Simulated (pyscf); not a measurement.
PySCF, gas phase, ωB97X-D3(BJ)/def2-SVP geometries. Correlated levels are frozen-core, on RHF or UHF. ΔMP2 is the change of the MP2 total energy from the triple- to the quadruple-zeta basis.

**Question.** For the elementary gas-phase step F–B(F)–F + NH₃ → HF + H₂N–B(F)–F (singlet surface; B–F, H–N broken, F–H, B–N formed), what barrier and reaction energy does CCSD(T)/def2-TZVPP + ΔMP2(QZVPP) give, measured from the separated reactants?

**Answer.** ΔE‡ = 17.6 kcal/mol, ΔE = +6.2 kcal/mol. Zero-point energy shifts the barrier by +0.2 kcal/mol. It is a four-centre exchange, with an imaginary mode of 809i cm⁻¹. On the reactant side the descent ends in an adduct with a B–N contact, 22.6 kcal/mol under the separated species and 37.9 kcal/mol under the saddle at ωB97X-D3(BJ)/def2-TZVP. On the product side the descent ends in a complex, 4.5 kcal/mol under the separated species and 13.4 kcal/mol under the saddle at ωB97X-D3(BJ)/def2-TZVP. What is counted as formed (B–N) is already present as a longer contact in the reactant adduct; forming that adduct is a step of its own. At ωB97X-D3(BJ) the barrier from the zero used here is 15.4 kcal/mol. This is the saddle that the search found; another between the same sides may lie lower. The CCSD(T) − MP2 part came from Ansatz, without density fitting, on the same reference.
